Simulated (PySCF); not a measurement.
Record of a relaxation.

Compound: hydrogen peroxide, H2O2.
Bonds: O1–O2. Hydrogens: H3 on O1; H4 on O2.

Method: PBE0-D3(BJ)/def2-SVP geometry optimisation, gas phase (PySCF); density fitting, grid level 1; the optimiser is geomeTRIC in internal coordinates, started from an MMFF94s structure with every atom displaced at random (about 0.03 Å). The frame can shift and turn from step to step; on so coarse a grid that alone can change the energy by a few meV, and forces under 0.02 eV/Å are noise.

Step 0: E = -4115.8673 eV, largest atomic force 3.594 eV/Å
```
atom  x, y, z in Å  |  force x, y, z in eV/Å
O1     -0.590    0.127    0.337   -2.818  -1.025  -1.980
O2      0.630    0.197   -0.335    2.533  -0.909   1.656
H3     -1.204   -0.230   -0.428    1.728   0.991   2.336
H4      1.248   -0.185    0.396   -1.443   0.944  -2.012
```

Step 1: E = -4116.1038 eV, largest atomic force 1.013 eV/Å
```
atom  x, y, z in Å  |  force x, y, z in eV/Å
O1     -0.678    0.162    0.222    0.786   0.529   0.361
O2      0.672    0.281   -0.257   -0.517  -0.066   0.237
H3     -1.049   -0.383   -0.464   -0.385  -0.471  -0.598
H4      1.138   -0.151    0.469    0.117   0.009   0.000
```

Step 2: E = -4116.1146 eV, largest atomic force 0.349 eV/Å
```
atom  x, y, z in Å  |  force x, y, z in eV/Å
O1     -0.672    0.164    0.225    0.123  -0.149  -0.291
O2      0.669    0.273   -0.251   -0.213  -0.017   0.074
H3     -1.068   -0.382   -0.477    0.115   0.165   0.217
H4      1.154   -0.146    0.473   -0.025   0.001   0.000
```

Step 3: E = -4116.1163 eV, largest atomic force 0.106 eV/Å
```
atom  x, y, z in Å  |  force x, y, z in eV/Å
O1     -0.669    0.163    0.223    0.038  -0.029  -0.094
O2      0.667    0.272   -0.252   -0.059  -0.012   0.049
H3     -1.065   -0.379   -0.475    0.014   0.038   0.058
H4      1.151   -0.147    0.473    0.007   0.004  -0.012
```

Step 4: E = -4116.1165 eV, largest atomic force 0.038 eV/Å
```
atom  x, y, z in Å  |  force x, y, z in eV/Å
O1     -0.668    0.165    0.220    0.019   0.023   0.023
O2      0.666    0.271   -0.250   -0.011   0.000  -0.011
H3     -1.067   -0.377   -0.474   -0.002  -0.016  -0.019
H4      1.152   -0.149    0.473   -0.007  -0.007   0.006
```

Step 5: E = -4116.1166 eV, largest atomic force under 0.02 eV/Å
```
atom  x, y, z in Å  |  force x, y, z in eV/Å
O1     -0.667    0.167    0.220   -0.008   0.009   0.003
O2      0.667    0.270   -0.250    0.011  -0.001  -0.001
H3     -1.066   -0.376   -0.473   -0.006  -0.005  -0.002
H4      1.150   -0.152    0.473    0.002  -0.003   0.000
```

Task: Summarise the path.

Result: The energy falls by 0.2492 eV from step 0 to step 5; nine tenths of that is first reached at step 1. It falls at every step. The largest force goes from 3.594 to under 0.02 eV/Å. Among the bonds O1–H3 changes most, from 1.044 to 0.967 Å; the atoms move by 0.091 Å rms after alignment.

Task: Follow the three bonds and two angles with the largest change from start to end.

Result: 
```csv
step,E above end (eV),largest force (eV/Å),O1–H3 (Å),O2–H4 (Å),O1–O2 (Å),O1–O2–H4 (°),O2–O1–H3 (°)
0,0.2492,3.594,1.044,1.030,1.395,99.4,100.3
1,0.0128,1.013,0.951,0.966,1.437,99.5,100.0
2,0.0020,0.349,0.973,0.967,1.427,100.9,100.7
3,0.0002,0.106,0.968,0.967,1.421,100.8,100.8
4,0.0001,0.038,0.966,0.967,1.419,101.0,101.0
5,0.0000,under 0.02,0.967,0.967,1.418,101.0,101.0
```

The cost below is that of the whole optimisation. Time: 1.9 s of wall time; peak memory 0.24 GiB. Hardware: an Arm Neoverse V1 with one thread, shared host with 64 logical CPUs at a one-minute load of 12.
